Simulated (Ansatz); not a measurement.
Geometry optimisation, RKS PBE0/def2-TZVP (Ansatz).

The input (input.yaml):

```yaml
crystal:
  periodic: [false, false, false]
  atoms:
    - { symbol: "N", position_ang: [-0.88117, 0.98334, -1.28046] }
    - { symbol: Si, position_ang: [0.23328, 0.82948, -0.02901] }
    - { symbol: Si, position_ang: [0.56603, -1.25468, 1.03255] }
    - { symbol: H, position_ang: [-1.45119, 0.22885, -1.63916] }
    - { symbol: H, position_ang: [-1.07823, 1.84173, -1.78308] }
    - { symbol: H, position_ang: [0.76894, 2.18179, 0.09241] }
    - { symbol: H, position_ang: [0.24613, -1.03733, 2.44374] }
    - { symbol: H, position_ang: [1.98162, -1.56971, 0.81141] }
    - { symbol: H, position_ang: [-0.33584, -2.19094, 0.36062] }
total_charge: 1
basis:
  gaussian: { orbitals: def2-TZVP }
hamiltonian:
  xc: pbe0
relax:
  f_tol: 0.015
  max_steps: 40
```

Run as:

```bash
$ ansatz run input.yaml --threads 2 --pin off --max-ram 3072MiB --backend cpu --events-out ev --progress --plain --runs-dir out
```

Where does it end, and by what steps?

It converged. Limits of this set-up: the dipole of an ion depends on the origin. After 6 steps the energy has fallen by 0.087 eV; H6 moved furthest, 0.16 Å.

```json
{"step": "0", "energy less start (eV)": "0.0000", "largest force component (eV/Å)": "1.198", "accepted": "yes"}
{"step": "1", "energy less start (eV)": "-0.0740", "largest force component (eV/Å)": "0.485", "accepted": "yes"}
{"step": "2", "energy less start (eV)": "-0.0845", "largest force component (eV/Å)": "0.075", "accepted": "yes"}
{"step": "3", "energy less start (eV)": "-0.0862", "largest force component (eV/Å)": "0.073", "accepted": "yes"}
{"step": "4", "energy less start (eV)": "-0.0868", "largest force component (eV/Å)": "0.074", "accepted": "yes"}
{"step": "5", "energy less start (eV)": "-0.0873", "largest force component (eV/Å)": "0.029", "accepted": "yes"}
{"step": "6", "energy less start (eV)": "-0.0873", "largest force component (eV/Å)": "0.009", "accepted": "yes"}
```

```xyz
9
Properties=species:S:1:pos:R:3
N -0.900 0.965 -1.294
Si 0.194 0.813 -0.068
Si 0.565 -1.248 1.018
H -1.466 0.204 -1.648
H -1.080 1.836 -1.777
H 0.853 2.106 0.210
H 0.233 -0.959 2.431
H 2.002 -1.508 0.784
H -0.351 -2.197 0.352
```

The run took 9.3 s on 2 threads of Intel(R) Xeon(R) 6975P-C (Granite Rapids) (shared host), peak memory 0.28 GiB.
